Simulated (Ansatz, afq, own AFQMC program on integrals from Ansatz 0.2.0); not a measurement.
AFQMC on a folder of integrals that Ansatz 0.2.0 wrote.

```yaml
crystal:
  periodic: [false, false, false]
  atoms:
    - {symbol: S, position_ang: [0.000000, -0.039234, -0.103810]}
    - {symbol: H, position_ang: [0.000000, 1.318246, -0.103810]}
    - {symbol: H, position_ang: [0.000000, -0.032780, 5.030186]}
    - {symbol: H, position_ang: [0.000000, -0.037323, -1.623937]}
basis:
  gaussian: {orbitals: 6-31G}
total_charge: 1
magnetization: {spin_polarized: true, initial_magnetization: 2}
correlation: {method: ccsd_t, electrons: outside_noble_gas, hamiltonian_folder: ham}
```

```sh
$ ansatz run in.yaml --threads 1 --pin off --events-out ev --progress --plain --max-ram 24576MiB --backend cuda --devices 0, --max-vram 18GiB
```

afq runs on the folder ham with

```
--method phaseless --trial hf --walkers 4000 --populations 20 --least-time 40 --time-step 0.005 --steps-per-block 20 --equilibration-blocks 160 --max-blocks 4000 --target-error 0.0017000 --factor-cut 1e-05 --start spin_pure --seed 4685 --taylor-order 6
```

Times are imaginary, in 1/Eh. The walk had a cap of 49 s. With eight or more populations the least sampling time is a fifth of least-time, and the error comes from their spread.

Output of the walk:

```
orbitals 14  electrons 5 3  factors 69 of 236
reference energy -398.76589215 Eh
CCSD correlation -0.06676094 Eh in 10 cycles, weight of the determinant in the CISD state 0.9495
energy of the start -398.766412 Eh
 block  time / (1/Eh)  mean weight  energy / Eh
     1     0.100  1.0001  -398.776193
     2     0.200  1.0003  -398.784343
     3     0.300  1.0005  -398.791439
     4     0.400  1.0004  -398.797357
     5     0.500  1.0002  -398.801852
     7     0.700  1.0003  -398.808764
     9     0.900  1.0003  -398.815274
    13     1.300  1.0000  -398.823479
    25     2.500  1.0001  -398.833692
    37     3.700  0.9999  -398.834542
    49     4.900  1.0001  -398.835457
    61     6.100  1.0001  -398.832286
    73     7.300  1.0000  -398.834757
    85     8.500  0.9997  -398.830896
    97     9.700  1.0001  -398.833988
   109    10.900  0.9999  -398.834873
   121    12.100  0.9999  -398.835258
   133    13.300  0.9998  -398.832478
   145    14.500  1.0001  -398.832616
   157    15.700  1.0000  -398.833518
   169    16.900  1.0001  -398.832103
   181    18.100  1.0000  -398.830936
   193    19.300  1.0000  -398.836302
   205    20.500  1.0000  -398.831548
   217    21.700  1.0000  -398.835031
   229    22.900  1.0002  -398.833650
   235    23.500  1.0002  -398.833028
error from the spread of 20 populations
energy -398.833157 +/- 0.000709 Eh
(rows thinned)
```

The run passed its tests (sampling time, drift between the halves within three errors, error under three times the target), which doesn't prove that it has relaxed.

Against this walk (error 19.3 meV) on the same determinant: CCSD(T) 1.4 meV higher (within the noise), CCSDT(Q) 2.7 meV lower (within the noise), CCSDTQ 2.8 meV lower (within the noise), full CI 2.9 meV lower (within the noise), a separate phaseless walk with a CISD trial and standard settings 3.2 ± 19.3 meV lower (within the noise). The error is statistical and leaves out the bias of the constraint.

Cautions: constraint bias not in the error; lower spins were not checked.

The walk took 15 s on 1 × NVIDIA H100 80GB HBM3 with 2 threads of AMD EPYC 7R13 Processor (Zen 3), with other jobs on the host (the card was shared). The log's last line is the phaseless energy.

CCSDT and higher add their correlation energy to the determinant of the CCSD(T) run, since their own runs factorise the integrals more tightly (a shift of under 2 meV). A walk keeps the symmetry of its determinant, which the program's search chose and which needn't be the lowest solution, so a lower state of the same spin and another symmetry isn't excluded.
